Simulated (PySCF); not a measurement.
Rows and methods have been separated. Pair them.

NH₃.
Cartesian coordinates in Å at the PBE0-D3(BJ)/def2-TZVP level; atoms count from 1:
```
atom  x, y, z in Å
N1    -0.2320    0.1094   -0.0961
H2     0.3618   -0.1558   -0.8722
H3     0.3013    0.7472    0.4819
H4    -0.3931   -0.7257    0.4534
```

The closed-shell ground state was solved 4 times with PySCF (density fitting, gas phase), always in the pcSseg-2 basis (78 functions), with these functionals: B97-2, KT3, PBE0 and wB97X-D. Isolated species at its PBE0-D3(BJ)/def2-TZVP geometry, gas phase.

| row | total energy (Eh) | HOMO (eV) | LUMO (eV) | dipole (D) |
| --- | --- | --- | --- | --- |
| P | -57.3909 | -6.20 | -0.41 | 1.50 |
| Q | -56.5164 | -7.65 | 0.56 | 1.62 |
| R | -56.5651 | -7.37 | 0.58 | 1.60 |
| S | -56.5681 | -9.62 | 2.31 | 1.65 |

Question: Which functional belongs to which row?

Answer: P = KT3, Q = PBE0, R = B97-2, S = wB97X-D. By rising HOMO–LUMO gap: KT3 (GGA) 5.79 eV; B97-2 (global hybrid, 21 % exact exchange) 7.95 eV; PBE0 (global hybrid, 25 % exact exchange) 8.21 eV; wB97X-D (range-separated hybrid) 11.93 eV. Total energies of different functionals aren't bounds to one another; each is stationary for its own functional.

The pairwise dispersion term of wB97X-D wasn't added to the energies; at a given geometry it leaves orbitals and properties as they are.
